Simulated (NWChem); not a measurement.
# Correlation energy of chloromethane (CH3Cl)

```xyz
5

C      1.1279    -0.0568     0.0000
Cl    -0.6610     0.0333     0.0000
H      1.4635    -0.5967     0.9046
H      1.4635    -0.5967    -0.9046
H      1.5423     0.9682     0.0000
```
Charge 0, spin multiplicity 1.

Everything below was run with NWChem. All single points use one geometry, from PBE/def2-SVP, a minimum by its harmonic frequencies.

Basis set: def2-TZVP. Each correlation energy counts from its own Hartree-Fock reference.

```json
[
 {"method": "MP2", "correlation energy (mHa)": "-362.1", "difference from CCSD(T)": "+48.2"},
 {"method": "SCS-MP2", "correlation energy (mHa)": "-362.6", "difference from CCSD(T)": "+47.7"},
 {"method": "CR-CCSD[T]", "correlation energy (mHa)": "-407.5", "difference from CCSD(T)": "+2.7"},
 {"method": "CR-CCSD(T)", "correlation energy (mHa)": "-407.3", "difference from CCSD(T)": "+3.0"},
 {"method": "CCSD", "correlation energy (mHa)": "-395.3", "difference from CCSD(T)": "+15.0"},
 {"method": "CCSD+T(CCSD)", "correlation energy (mHa)": "-410.6", "difference from CCSD(T)": "-0.3"},
 {"method": "CCSD(T)", "correlation energy (mHa)": "-410.3", "difference from CCSD(T)": "0.0"}
]
```

The values span 48.5 mHa, from CCSD+T(CCSD) (lowest) to MP2 (highest). 

The correlated methods keep 6 core orbitals frozen. Differences from the coupled-cluster row are differences between methods, not errors against experiment.
